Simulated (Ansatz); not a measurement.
**NH3 (ammonia) at 6 levels**

We compute a comparison of 6 runs (SVWN5/3-21G, r2SCAN0/6-31G, revPBE/6-31G, CCSDT/3-21G, CCSDTQ/6-31G, UCCSD(T)/3-21G) of NH3 (ammonia). 

The results are computed with Ansatz 0.2.0.

48 further runs of the same task are left out: 48 set aside as unsound or not needed.

**1. The system as given**

The species is NH3 (4 atoms), meant as a singlet with charge 0. SMILES: `N`. The H2–N1 distance was set to 1.519 Å, away from the relaxed value. At this shape a bond of the SMILES string is far longer than usual.

Bond lengths: N1–H3 1.013 Å, N1–H4 1.013 Å. Angles: H3–N1–H4 107.1°. A long bond or contact: N1–H2 1.519 Å.

**2. The energy at SVWN5/3-21G (run 1)**

input.yaml

```yaml
crystal:
  periodic: [false, false, false]
  atoms:
    - {symbol: "N", position_ang: [-0.350120, 0.525135, -0.208218]}
    - {symbol: H, position_ang: [0.490470, -0.301820, 0.749180]}
    - {symbol: H, position_ang: [-1.167690, -0.026275, -0.438058]}
    - {symbol: H, position_ang: [0.186710, 0.629945, -1.060348]}
basis:
  gaussian:
    orbitals: 3-21G.json
hamiltonian:
  xc: {name: SVWN5}
accuracy: high
```

The basis set 3-21G is read from a file made from the Basis Set Exchange's data (not shown).

Launch:

```
$ ansatz run input.yaml --threads 1 --pin off --max-ram 3480MiB --events-out events.jsonl --progress --plain --runs-dir runs
```

Output:

```text
Warning: RAYON_NUM_THREADS=1 ignored (pool sized by the plan → 1); use --threads N
Functional definition: SVWN5
  name "SVWN5"
  exchange = slater_x
  correlation = vwn5_c
290 factors; integrals over basis functions are off by at most 5.0e-9 eV
mean field evaluation 1: about -1509.1799 eV, gradient 5.2e1 eV
mean field evaluation 2: about -1490.2434 eV, gradient 8.5e1 eV
mean field evaluation 4: about -1514.6950 eV, gradient 6.4e0 eV
mean field evaluation 8: about -1514.8699 eV, gradient 5.0e-2 eV
mean field evaluation 16: about -1514.8699 eV, gradient 3.0e-6 eV
mean field -1514.86988543 eV, -55.6704414738 hartree, gradient 3.3e-8 eV, S^2 0.000000; 0 other end points of the search recorded, 0 dependent functions left out
reference -1514.86988675 eV, -55.6704415222 hartree; 5, 5 occupied and 10, 10 virtual orbitals, 290 factors
Total energy: -1514.86988675 eV, -55.6704415222 hartree
```

Run time: 0.22 s. Hardware: 1 thread of Intel Xeon 6975P-C (Granite Rapids), shared host.

**3. The energy at r2SCAN0/6-31G (run 2)**

run.yaml

```yaml
crystal:
  periodic: [false, false, false]
  atoms:
    - {symbol: "N", position_ang: [-0.350120, 0.525135, -0.208218]}
    - {symbol: H, position_ang: [0.490470, -0.301820, 0.749180]}
    - {symbol: H, position_ang: [-1.167690, -0.026275, -0.438058]}
    - {symbol: H, position_ang: [0.186710, 0.629945, -1.060348]}
basis:
  gaussian: {orbitals: 6-31G}
total_charge: 0
accuracy: high
hamiltonian: {xc: {name: r2SCAN0}}
```

Launch:

```
$ ansatz run run.yaml --threads 1 --pin off --max-ram 3480MiB --events-out events.jsonl --progress --plain --runs-dir runs
```

Output:

```text
Warning: RAYON_NUM_THREADS=1 ignored (pool sized by the plan → 1); use --threads N
Functional definition: r2SCAN0
  name "r2SCAN0"
  parameter a = 0.25
  parameter k0 = 0.174
  parameter k1 = 0.065
  parameter a1 = 4.9479
  exchange = (1 - a)*r2scan_x(k0 = k0, k1 = k1, a1 = a1) + a*exact_x
  correlation = r2scan_c
349 factors; integrals over basis functions are off by at most 9.2e-9 eV
mean field evaluation 1: about -1530.1729 eV, gradient 4.4e1 eV
mean field evaluation 2: about -1525.0785 eV, gradient 6.0e1 eV
mean field evaluation 4: about -1534.6551 eV, gradient 6.6e-1 eV
mean field evaluation 8: about -1534.6526 eV, gradient 2.4e-3 eV
mean field evaluation 16: about -1534.6526 eV, gradient 4.6e-8 eV
mean field -1534.65256665 eV, -56.3974415994 hartree, gradient 4.6e-8 eV, S^2 0.000000; 0 other end points of the search recorded, 0 dependent functions left out
reference -1534.65256691 eV, -56.3974416090 hartree; 5, 5 occupied and 10, 10 virtual orbitals, 349 factors
Total energy: -1534.65256691 eV, -56.3974416090 hartree
```

It took 0.54 s on 1 thread of Intel Xeon 6975P-C (Granite Rapids), shared host.

Runs 3 to 5 aren't shown in full; the table further down has their settings and results.

**4. A single-point energy at UCCSD(T)/3-21G (run 6)**

Edit run.yaml of step 3 so:

```diff
@@ -8,5 +8,6 @@
 basis:
-  gaussian: {orbitals: 6-31G}
-total_charge: 0
+  gaussian: {orbitals: 3-21G.json}
+magnetization: {spin_polarized: true, initial_magnetization: 0}
+correlation: {method: ccsd_t, frozen_orbitals: {H: 0, "N": 1}}
 accuracy: high
-hamiltonian: {xc: {name: r2SCAN0}}
+scf: {omitted_lower_state_checks: [cluster_reference, increment]}
```

The basis set 3-21G is read from a file made from the Basis Set Exchange's data (not shown).

Launch:

```
$ ansatz run run.yaml --threads 1 --pin off --max-ram 3480MiB --events-out events.jsonl --progress --plain --runs-dir runs
```

Output:

```text
Warning: RAYON_NUM_THREADS=1 ignored (pool sized by the plan → 1); use --threads N
[... 12 lines left out ...]
1 core orbitals not correlated: weight in the atoms' cores, before any rotation towards them, 1.000 or more for the frozen orbitals, at most 0.000 for the correlated occupied ones
[... 29 lines left out ...]
Total energy: -1521.85488255 eV, -55.9271353834 hartree
Checks for a lower state left out: cluster_reference, increment
```

Run time: 0.16 s. Hardware: 1 thread of Intel Xeon 6975P-C (Granite Rapids), shared host.

**5. Overview of the runs**

```csv
run,level,frozen core orbitals,energy (Eh),wall time
1,SVWN5/3-21G,–,-55.670442,0.22 s
2,r2SCAN0/6-31G,–,-56.397442,0.54 s
3,revPBE/6-31G,–,-56.436128,0.28 s
4,CCSDT/3-21G,1,-55.927583,0.14 s
5,CCSDTQ/6-31G,1,-56.219374,1.9 s
6,UCCSD(T)/3-21G,1,-55.927135,0.16 s
```

**6. Summary of results**

| quantity | value |
| --- | --- |
| run 6: total energy | -55.92714 Eh |
| run 6: correlation energy (1 core orbital frozen) | -146.6 mEh |
| run 6: (T) correction | -3.06 mEh |
| run 6: ⟨S²⟩ of the reference determinant | 0.192 |
| run 6: T1 diagnostic | 0.062 |

Totals of different functionals can't be ranked against each other. In runs 4, 5 the log says that unrestricted orbitals would lower the reference, so the values rest on an unstable closed-shell determinant (other closed-shell runs at this shape may share the fault). Spin contamination of the reference: run 6 ⟨S²⟩ = 0.19. All runs together took 3.2 s, the longest 1.9 s.
